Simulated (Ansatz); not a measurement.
```yaml
crystal:
  periodic: [false, false, false]
  atoms:
    - {symbol: Ga, position_ang: [0.000000, 0.000000, 0.000000]}
    - {symbol: As, position_ang: [0.000000, 0.000000, 2.241300]}
basis:
  gaussian: {orbitals: def2-TZVP}
total_charge: 1
magnetization: {spin_polarized: true, initial_magnetization: 3}
hamiltonian: {xc: pbe0}
relax: {f_tol: 0.004, max_steps: 80}
```

```sh
$ ansatz run in.yaml --threads 1 --pin off --events-out ev --progress --plain --max-ram 2176MiB
```

Steps of the relaxation (energy above the last step; positions in Å, forces in eV/Å):

```
2
step 1, 499.7 meV
Ga    0.000    0.000    0.000    0.000    0.000   -3.135
As    0.000    0.000    2.241    0.000    0.000    3.135
```

```
2
step 2, 113.9 meV
Ga    0.000    0.000   -0.099    0.000    0.000   -1.058
As    0.000    0.000    2.340    0.000    0.000    1.058
```

```
2
step 3, 15.9 meV
Ga    0.000    0.000   -0.175    0.000    0.000   -0.307
As    0.000    0.000    2.416    0.000    0.000    0.307
```

```
2
step 4, 1.0 meV
Ga    0.000    0.000   -0.248    0.000    0.000    0.062
As    0.000    0.000    2.489    0.000    0.000   -0.062
```

```
2
step 5, 0.0 meV
Ga    0.000    0.000   -0.231    0.000    0.000   -0.003
As    0.000    0.000    2.472    0.000    0.000    0.003
```

Close pairs at the end: Ga1–As2 2.704 Å.

A stationary point of unrestricted PBE0 after 5 steps, with ⟨S²⟩ = 3.757 against 3.75 for a pure state. 34 s on 1 thread of Arm Neoverse V1, shared host.
